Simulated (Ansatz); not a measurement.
H2S2Si, SMILES S[Si]S, harmonic frequencies at the relaxed geometry

Computed with Ansatz's Python interface.

`h2s2si.xyz`
```text
5

S    -0.70760   -1.10350   -0.56320
Si   -0.58320    0.91520    0.23850
S     1.44680    1.17620    0.76050
H    -1.99580   -1.01260   -0.84180
H     1.88970   -0.04890    0.36460
```

`freq_h2s2si.py`
```python
"""Harmonic frequencies of H2S2Si at its relaxed geometry."""

import logging
import sys

import ansatz as az
import numpy as np

logging.basicConfig(stream=sys.stdout, format="%(levelname)s %(message)s")
logger = logging.getLogger("h2s2si")
logger.setLevel(logging.INFO)


def main() -> None:
    mol = az.Crystal.molecule_from_extxyz("h2s2si.xyz")

    model = mol.calculation()
    model = model.basis(gaussian="def2-SVP")
    model = model.functional("pbe", dispersion="d3bj")
    symbols = [site.symbol for site in mol.cartesian_sites]
    start = np.array([site.position_ang for site in mol.cartesian_sites], dtype=float)
    summary = model.relax(force_tolerance=0.003).run(threads=1, pin="off").report
    end = np.array(summary["positions_ang"])

    logger.info("bond        before    after (A)")
    for i, j in [(0, 1), (0, 3), (1, 2), (2, 4)]:
        d0, d1 = (np.linalg.norm(xyz[i] - xyz[j]) for xyz in (start, end))
        print(f"{symbols[i]}{i}-{symbols[j]}{j}".ljust(10), f"{d0:8.4f} {d1:8.4f}")
    for i, j, k in [(1, 0, 3), (0, 1, 2), (1, 2, 4)]:
        u, v = end[i] - end[j], end[k] - end[j]
        logger.info(f"angle {symbols[i]}{i}-{symbols[j]}{j}-{symbols[k]}{k}: {np.degrees(np.arccos(np.clip(u @ v / np.linalg.norm(u) / np.linalg.norm(v), -1, 1))):.2f} deg")

    # frequencies need a stationary point, so they are taken at the relaxed geometry
    minimum = az.Crystal.molecule()
    for symbol, xyz in zip(symbols, end):
        minimum = minimum.atom(symbol, xyz.tolist())
    vibrating = (
        minimum.calculation()
        .basis(gaussian="def2-SVP")
        .functional("pbe", dispersion="d3bj")
        .phonons(temperatures=(100, 500, 100))
    )
    vib = vibrating.run(threads=1, pin="off").report["vibrations"]
    sums = vib["harmonic_sums"]
    modes = [m["omega_inv_cm"] for m in sums["modes_at_gamma"] if m["rigid_motion"] == "no"]
    for number, w in enumerate(modes, start=1):
        logger.info(f"mode {number:2d} {w:9.1f} 1/cm {w / 8065.544 * 1000:8.2f} meV")
    print("imaginary modes:", sum(w < 0 for w in modes), " zero-point energy:", round(sums["zero_point_energy_ev"], 4), "eV")
    logger.info("T (K)   F_vib (eV)   S_vib (meV/K)   C_vib (meV/K)")
    for row in zip(sums["temperatures_k"], sums["vibrational_free_energy_ev"], vib["entropy_ev_per_k"], vib["heat_capacity_ev_per_k"]):
        logger.info(f"{row[0]:6.1f} {row[1]:11.4f} {1000 * row[2]:13.4f} {1000 * row[3]:15.4f}")


if __name__ == "__main__":
    main()
```

`python freq_h2s2si.py` gives:
```text
INFO bond        before    after (A)
S0-Si1       2.1756   2.1770
S0-H3        1.3211   1.3648
Si1-S2       2.1122   2.1777
S2-H4        1.3615   1.3676
INFO angle Si1-S0-H3: 95.04 deg
INFO angle S0-Si1-S2: 97.58 deg
INFO angle Si1-S2-H4: 100.97 deg
INFO mode  1     174.5 1/cm    21.63 meV
INFO mode  2     295.7 1/cm    36.66 meV
INFO mode  3     392.6 1/cm    48.67 meV
INFO mode  4     455.6 1/cm    56.49 meV
INFO mode  5     485.4 1/cm    60.18 meV
INFO mode  6     657.1 1/cm    81.47 meV
INFO mode  7     732.6 1/cm    90.83 meV
INFO mode  8    2567.3 1/cm   318.30 meV
INFO mode  9    2599.5 1/cm   322.30 meV
imaginary modes: 0  zero-point energy: 0.5183 eV
INFO T (K)   F_vib (eV)   S_vib (meV/K)   C_vib (meV/K)
INFO  100.0      0.5174        0.0366          0.0949
INFO  200.0      0.5078        0.1621          0.2832
INFO  300.0      0.4845        0.3028          0.4075
INFO  400.0      0.4477        0.4306          0.4779
INFO  500.0      0.3989        0.5422          0.5218
```

The frequencies are harmonic and unscaled, in a modest basis. The result belongs to the one conformer reached from this start, and soft torsions count as harmonic oscillators. Wall time of the script: 37 s on 1 thread of Arm Neoverse V1, on a shared host, peak memory 0.16 GiB.

(Lines on the test bed's own set-up are left out of the output.)
